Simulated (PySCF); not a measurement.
Job for PySCF: R-HF/STO-3G on acetamide (SMILES CC(N)=O), a point of a torsion scan.

```python
from pyscf import gto, scf, dft, mp
from pyscf.data.elements import chemcore

mol = gto.M(
    atom='''
    C    -1.03830640    0.09709865   -0.23710633
    C     0.17379446   -0.29225309    0.58443367
    N     1.37172248    0.19572403    0.08693065
    O     0.09561003   -0.81128082    1.66886127
    H    -1.07260503    1.17877071   -0.34966464
    H    -0.98115274   -0.35533276   -1.22573620
    H    -1.94138426   -0.24005525    0.26257126
    H     2.12274557   -0.47305591   -0.00004786
    H     1.27203271    0.70335198   -0.78455761
    ''',
    basis='sto-3g',
    charge=0, spin=0, verbose=3, max_memory=1800)
mf = scf.RHF(mol)
mf.conv_tol = 1e-8
mf.max_cycle = 100
mf.kernel()
if not mf.converged:
    mf = mf.newton().run(mf.mo_coeff, mf.mo_occ)
```

The log:

```
converged SCF energy = -205.27078775711
```

Self-consistency was reached.

Cost: about 0.13 core-seconds (a rough figure).
